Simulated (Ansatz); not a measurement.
Relaxation of CH₈NSi (11 atoms, charge 0, multiplicity 2), to a largest force component of 0.03 eV/Å in at most 50 steps.

All numbers below come from UKS PBE-D4/def2-mTZVP (Ansatz).

```xyz
11
Properties=species:S:1:pos:R:3
H -0.061 -0.115 -0.820
N 0.747 0.510 -0.857
Si 1.182 1.327 0.621
C -1.772 -1.627 -0.192
H 1.482 0.076 -1.415
H -0.063 1.958 1.158
H 2.196 2.379 0.297
H 1.762 0.488 1.732
H -2.351 -1.332 -1.065
H -1.195 -2.551 -0.217
H -1.928 -1.115 0.758
```

**Question.** Where does it end, and by what steps?

**Answer.** The run converged. After 6 steps the energy has fallen by 0.002 eV; H10 moved furthest, 0.03 Å.

```tsv
step	energy less start (eV)	largest force component (eV/Å)	accepted
0	0.0000	0.108	yes
1	0.0079	0.224	no
2	-0.0008	0.090	yes
3	-0.0011	0.084	yes
4	0.0008	0.152	no
5	-0.0015	0.031	yes
6	-0.0016	0.006	yes
```

```xyz
11
Properties=species:S:1:pos:R:3
H -0.060 -0.127 -0.841
N 0.745 0.507 -0.863
Si 1.170 1.316 0.620
C -1.774 -1.623 -0.181
H 1.492 0.092 -1.419
H -0.077 1.948 1.158
H 2.188 2.366 0.302
H 1.746 0.468 1.727
H -2.346 -1.329 -1.058
H -1.173 -2.529 -0.203
H -1.911 -1.089 0.758
```

Whether the end is a true minimum wasn't checked by a vibrational analysis.

Run time: 17 s on 2 threads of Arm Neoverse V1, with other jobs on the host, peak memory 0.17 GiB.
